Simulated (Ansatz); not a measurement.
Energy needed to pull apart AlBH₃F, closed shell, into free ground-state atoms, from the structure below (displaced at random from a GFN2-xTB minimum); no zero-point or spin–orbit terms; open-shell atoms are treated unrestricted, in their ground-state multiplicity.

F1  (0.091, -1.429, -1.027)
B2  (-1.025, -0.664, -0.219)
Al3  (0.414, 0.775, 0.373)
H4  (-1.819, -1.197, -0.409)
H5  (2.117, 0.295, -0.168)
H6  (0.505, 2.055, 1.421)
(Å)

Ansatz 0.2.0; basis: def2-TZVPP; cores frozen in the correlated methods.

```csv
method,atomization energy (kcal/mol)
PBE-D4,384.5
r2SCAN-D4,382.9
B97M-V,386.7
PBE0-D4,374.9
HSE06-D4,?
wB97M-V,382.1
HF,?
MP2,375.5
CCSD,363.8
CCSD(T),369.5
```

(1) What does HSE06-D4 give? (Judge from chemistry; the value comes from the calculation.)

(2) What does HF give? (An estimate is asked for; the value comes from the calculation.)

The T1 diagnostic stays at or below 0.018.

Results:

(1) Computed: 375.1 kcal/mol, which is about 5.6 kcal/mol more than CCSD(T)/def2-TZVPP.

(2) Computed: 276.8 kcal/mol, which is about 92.7 kcal/mol less than CCSD(T)/def2-TZVPP.

In triple zeta the MP2 and coupled-cluster atomization energies are still short of their basis limit by a few kcal/mol a bond, whereas those of the functionals are nearly converged, so these differences are not deviations from converged CCSD(T).

For scale, one of the runs: CCSD(T)/def2-TZVPP forces, 146 basis functions (an equivalent command: `ansatz run in.yaml --threads 4`). The run took 30 s on 4 CPU threads (shared host), with 1.6 GiB of host memory at its peak.
